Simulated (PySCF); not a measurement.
H$_{2}$Si–N⁺, triplet: the ladder up to RCCSDT

Geometry: that of the H2Si–N, quartet, kept fixed.

```xyz
4

Si    0.0000    0.0000    0.5558
N     0.0000    0.0000   -1.2927
H     0.0000    1.3020    1.2391
H     0.0000   -1.3020    1.2391
```

Basis 6-31G; PySCF 2.14.0. Only valence electrons are correlated (noble-gas cores frozen), which leaves 10 electrons in 20 orbitals. Prefix R: restricted or restricted open-shell reference; prefix U: unrestricted.

Full CI isn't at hand for all of this; RCCSDT serves as the reference. It lacks quadruple excitations, which often exceed the step from CCSD(T) to CCSDT. The frozen core follows each run's orbitals, which can shift R against U totals by a few meV.

- UHF ⟨S²⟩: 2.026
- T1 diagnostic (ROHF- or RHF-based CCSD): 0.0268
- largest doubles amplitude (ROHF- or RHF-based CCSD): 0.054
- T1 diagnostic (UCCSD): 0.0261

| level | E − E(RCCSDT) (kcal/mol) | share of correlation (%) | wall time |
| --- | --- | --- | --- |
| RHF | 81.99 | 0.00 | – |
| UHF | 79.43 | 3.11 | – |
| RMP2 | 19.27 | 76.49 | – |
| UMP2 | 19.15 | 76.65 | – |
| RCCSD | 2.18 | 97.34 | – |
| UCCSD | 2.12 | 97.41 | – |
| RCCSD(T) | 0.56 | 99.32 | 0.36 s |
| UCCSD(T) | 0.55 | 99.33 | 0.26 s |
| UCCSDT | -0.02 | 100.03 | 12 s |

The correlation energy at RCCSDT, counted from RHF, is -3.555 eV. That run took 12 s on 1 thread of Arm Neoverse V2, shared host.

Times are those of the correlated step on a shared host, with one SCF added for the restricted CCSD run; they ran on 1 thread of Arm Neoverse V2.
